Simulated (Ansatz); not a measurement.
Relaxed structures of CH7NSi, closed shell (PBE0-D4/def2-TZVP; forces vanish, vibrations not checked; lower isomers may exist, and structures with a doubtful reference or unclear bonds are left out; Å). Ansatz 0.2.0; basis: def2-TZVPP; cores frozen in the correlated methods.

Problem. Rank them by CCSD(T) energy, lowest first, and give each one's height above the lowest. Links in brackets join atoms within 1.22 times the sum of their covalent radii (1.1 for two metals). (Judge from chemistry; the value comes from the calculation.)
A.
CH₇NSi ([NH3][CH2][SiH2])
```
10
angstrom
N 0.7445 -0.5665 0.7583
C 0.3411 0.3596 -0.3762
Si -1.6244 0.3058 -0.3247
H -1.8802 -0.4715 -1.6029
H -1.8813 1.6994 -0.8537
H 0.7043 1.3500 -0.0999
H 0.8690 0.0172 -1.2669
H 0.6838 -1.5352 0.4465
H -0.0238 -0.4574 1.4545
H 1.6702 -0.4058 1.1596
```
B.
CH₇NSi ([NH2][CH2][SiH3])
```
10
angstrom
N -1.3115 0.5388 -0.5292
C 0.1375 0.5896 -0.3737
Si 0.7077 -0.7510 0.8200
H -1.6005 -0.3410 -0.9372
H -1.6419 1.2737 -1.1419
H 0.4109 1.5523 0.0719
H 0.7096 0.5116 -1.3121
H 0.2154 -2.0755 0.3464
H 0.1776 -0.5081 2.1860
H 2.1952 -0.7905 0.8699
```
C.
a complex of CH₅NSi ([NH2][CH][SiH2]) + H₂
```
10
angstrom
N -1.0263 0.5036 -0.3363
C 0.2538 0.2087 -0.6184
Si 1.1099 -1.3536 -0.6155
H -1.6213 -0.1762 0.1035
H -1.4786 1.3140 -0.7204
H -0.5331 -0.2165 2.9575
H 0.7839 1.0349 -1.0911
H 0.5274 -2.2891 0.3917
H -0.0279 -0.3888 2.4336
H 2.5503 -1.0832 -0.3645
```

Solution. By the calculation: B (0.0 kJ/mol), A (207.0 kJ/mol), C (211.8 kJ/mol). Heights count from the lowest.

No T1 diagnostic of these runs exceeds 0.021. The restricted Hartree–Fock reference is unstable towards an unrestricted one at one or more of these structures.

For scale, one of the runs: CCSD(T)/def2-TZVPP, 202 basis functions, launched by `ansatz run in.yaml --threads 2 --pin off --events-out ev --progress --plain --max-ram 4352MiB`. Time: 53 s of wall clock on 2 CPU threads of an Arm Neoverse V2; the host was shared. Peak host memory: 2.5 GiB.
